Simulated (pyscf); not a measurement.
This saddle point was located with ωB97X-D3(BJ)/def2-SVP in PySCF.

```
Al
N 1 1.9219
H 2 1.0198 1 119.75
H 2 1.0198 3 108.28 1 -142.31
H 2 1.3271 3 116.82 4 -134.42
N 5 1.3272 2 136.80 3 -114.67
H 6 1.0198 5 116.83 2 114.67
H 6 1.0198 7 108.28 5 -134.43
Cl 1 2.1139 2 112.67 3 0.49
Cl 1 2.1139 2 112.63 3 -138.60
```

Surface: singlet, charge 0. Lowest wavenumbers (cm⁻¹): 1394i, 136, 137, 141, 209.

### Question
What reaction is this the transition state of?

### Answer
`[NH3]` + `[NH2][Al]([Cl])[Cl]` ⇌ `[NH2][Al]([Cl])[Cl]` + `[NH3]`, a four-centre exchange read from left to right: H–N, Al–N broken and Al–N, H–N formed. At ωB97M-D3(BJ)/def2-TZVP it lies -13.4 kcal/mol from the left side and -13.4 kcal/mol from the right (each side as separated species at their lowest minima found). On the reactant side the descent ends in an adduct with a Al–N contact, 35.0 kcal/mol under the separated species and 19.9 kcal/mol under the saddle at ωB97X-D3(BJ)/def2-TZVP. On the product side the descent ends in an adduct with a Al–N contact, 35.0 kcal/mol under the separated species and 19.9 kcal/mol under the saddle at ωB97X-D3(BJ)/def2-TZVP. At ωB97M-D3(BJ) the saddle lies under the separated reactants, which points to a path from their complex (located at ωB97X-D3(BJ) alone). At ωB97M-D3(BJ) the saddle lies under the separated products, which points to a path from their complex (located at ωB97X-D3(BJ) alone). What is counted as formed (Al–N) is already present as a longer contact in the reactant adduct; forming that adduct is a step of its own. What is counted as broken (Al–N) persists as a longer contact in the product adduct; parting that adduct is a step of its own. One saddle was located; it need not be the lowest between these sides.
